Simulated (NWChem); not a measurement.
System meant: fluoromethane (CH3F); SMILES CF

NWChem input:

```
start job
memory heap 200 mb stack 900 mb global 1100 mb
geometry units angstroms noautosym nocenter noautoz
  C      0.000000     0.000000    -0.601791
  F      0.000000     0.000000     0.761623
  H      0.732586     0.732586    -0.979623
  H      0.268145    -1.000731    -0.979623
  H     -1.000731     0.268145    -0.979623
end
basis spherical
  * library 6-31g*
end
dft
  xc m06-2x
  iterations 150
end
property
  shielding 3 1 2 3
end
task dft property
```

End of the output:

```
 Vector   12  Occ=0.000000D+00  E= 2.145243D-01
              MO Center= -3.4D-01, -3.4D-01, -9.6D-01, r^2= 2.8D+00
   Bfn.  Coefficient  Atom+Function         Bfn.  Coefficient  Atom+Function
  ----- ------------  ---------------      ----- ------------  ---------------
    32      1.532732  4 H  s                 34     -1.532718  5 H  s
     7     -0.945212  1 C  px                 8      0.945226  1 C  py
     3     -0.303285  1 C  px                 4      0.303290  1 C  py
    21      0.134968  2 F  px                22     -0.134970  2 F  py
    17      0.075250  2 F  px                18     -0.075252  2 F  py

 center of mass
 --------------
 x =   0.00000000 y =   0.00000000 z =   0.23807795

 moments of inertia (a.u.)
 ------------------
          69.101428192822          -0.000000789644           0.000000000000
          -0.000000789644          69.101428192822           0.000000000000
           0.000000000000           0.000000000000          11.589140278019

     Multipole analysis of the density
     ---------------------------------

     L   x y z        total         alpha         beta         nuclear
     -   - - -        -----         -----         ----         -------
     0   0 0 0     -0.000000     -9.000000     -9.000000     18.000000

     1   1 0 0     -0.000001     -0.000000     -0.000000      0.000000
     1   0 1 0     -0.000001     -0.000000     -0.000000      0.000000
     1   0 0 1     -0.672101     -0.624226     -0.624226      0.576351

     2   2 0 0     -8.731679     -7.240629     -7.240629      5.749580
     2   1 1 0      0.000002      0.000001      0.000001      0.000001
     2   1 0 1     -0.000001     -0.000001     -0.000001     -0.000000
     2   0 2 0     -8.731679     -7.240629     -7.240629      5.749580
     2   0 1 1     -0.000001     -0.000001     -0.000001     -0.000000
     2   0 0 2     -8.987747    -22.835796    -22.835796     36.683845

          -----------------------------------------
          Chemical Shielding Tensors (GIAO, in ppm)
          -----------------------------------------

 ------------------------------------------------------------------------
  xm06: d2 not coded                    0
 ------------------------------------------------------------------------
 ------------------------------------------------------------------------
  current input line :
    20: task dft property
 ------------------------------------------------------------------------
 ------------------------------------------------------------------------
 This error has not yet been assigned to a category
 ------------------------------------------------------------------------
 For more information see the NWChem manual at https://nwchemgit.github.io

0: xm06: d2 not coded:Received an Error in Communication
```

Q: Can this run be used? If not, why, and what is the fix?

A: The run crashed. Cause: this functional's second derivatives, which shieldings need, aren't coded here; the fix takes a hybrid GGA instead. This input runs:
```
start job
memory heap 200 mb stack 900 mb global 1100 mb
geometry units angstroms noautosym nocenter noautoz
  C      0.000000     0.000000    -0.601791
  F      0.000000     0.000000     0.761623
  H      0.732586     0.732586    -0.979623
  H      0.268145    -1.000731    -0.979623
  H     -1.000731     0.268145    -0.979623
end
basis spherical
  * library 6-31g*
end
dft
  xc pbe0
  iterations 150
end
property
  shielding 3 1 2 3
end
task dft property
```
It converges to -139.58292 Ha (PBE0/6-31G* (spherical d), GIAO).
